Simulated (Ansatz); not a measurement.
Ansatz (a program for electronic structure) input (revPBE/def2-TZVPD):

Ansatz 0.2 input:
```yaml
crystal:
  periodic: [false, false, false]
  atoms:
    - {symbol: C, position_ang: [-0.07275672, 1.12916893, 0.00212857]}
    - {symbol: S, position_ang: [-0.04234019, -0.64860717, -0.00102657]}
    - {symbol: H, position_ang: [1.30459006, -0.82487224, -0.00447189]}
    - {symbol: H, position_ang: [-1.11267682, 1.44681760, 0.00510357]}
    - {symbol: H, position_ang: [0.46310493, 1.48883727, 0.88953771]}
    - {symbol: H, position_ang: [0.45896518, 1.49191853, -0.88651564]}
basis:
  gaussian:
    orbitals: def2-TZVPD
hamiltonian:
  xc: {name: revPBE}
total_charge: 1
magnetization: {spin_polarized: true, initial_magnetization: 1}
output: {forces: true}
```

End of the output:

```
mean field evaluation 2: about -11882.7136 eV, gradient 7.8e1 eV
mean field evaluation 4: about -11926.7865 eV, gradient 6.2e0 eV
mean field evaluation 8: about -11926.9627 eV, gradient 1.5e-1 eV
mean field evaluation 16: about -11926.9416 eV, gradient 7.1e-5 eV
mean field -11926.94158214 eV, -438.3070187721 hartree, gradient 2.0e-5 eV, S^2 0.754381; 0 other end points of the search recorded, 0 dependent functions left out
the calculation of the forces begins
reference -11926.94162331 eV, -438.3070202853 hartree; 13, 12 occupied and 106, 107 virtual orbitals, 671 factors
Total energy: -11926.94162331 eV, -438.3070202853 hartree
Atom 0 at    -0.072757     1.129169     0.002129 Å, force    -0.057362    -0.223333    -0.000254 eV/Å
Atom 1 at    -0.042340    -0.648607    -0.001027 Å, force    -0.294007    -0.096763     0.000517 eV/Å
Atom 2 at     1.304590    -0.824872    -0.004472 Å, force     0.282874    -0.025205    -0.000703 eV/Å
Atom 3 at    -1.112677     1.446818     0.005104 Å, force    -0.304977     0.088137     0.000864 eV/Å
Atom 4 at     0.463105     1.488837     0.889538 Å, force     0.187311     0.128153     0.246514 eV/Å
Atom 5 at     0.458965     1.491919    -0.886516 Å, force     0.186161     0.129010    -0.246938 eV/Å
Dipole moment:     0.217947     0.131418    -0.000280 e Å
```
